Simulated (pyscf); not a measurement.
O=Si(OH)–OH (SMILES O=[Si](O)O) + H₂ (SMILES [H][H]) → O=Si(OH)–OH (SMILES O=[Si](O)O) + H₂ (SMILES [H][H]) (concerted two-bond exchange; singlet surface; H–O, H–H broken, H–O, H–H formed). Structures and frequencies: ωB97X-D3(BJ)/def2-SVP in PySCF. Energies in kcal/mol from the separated reactants.

```json
[
 {"level": "ωB97X-D3(BJ)/def2-TZVP", "barrier": "34.4", "reaction energy": "0.0"},
 {"level": "PBE/def2-TZVP", "barrier": "(withheld)", "reaction energy": "0.0"},
 {"level": "B3LYP-D3(BJ)/def2-TZVP", "barrier": "32.5", "reaction energy": "0.0"},
 {"level": "PBE0-D3(BJ)/def2-TZVP", "barrier": "29.6", "reaction energy": "0.0"},
 {"level": "M06-2X/def2-TZVP", "barrier": "(withheld)", "reaction energy": "0.0"},
 {"level": "HF/def2-TZVP", "barrier": "50.9", "reaction energy": "0.0"}
]
```

Q: What belongs in the gaps?

A: 
- PBE/def2-TZVP, barrier: 26.9
- M06-2X/def2-TZVP, barrier: 35.5

The functionals in the table span 8.6 kcal/mol in this barrier, from PBE to M06-2X. The same reactants have a lower exit, to HO–SiH(OH)–OH (barrier +15.0 kcal/mol at ωB97M-D3(BJ)/def2-TZVP, against +33.8 kcal/mol here). One saddle was located; it need not be the lowest between these sides.
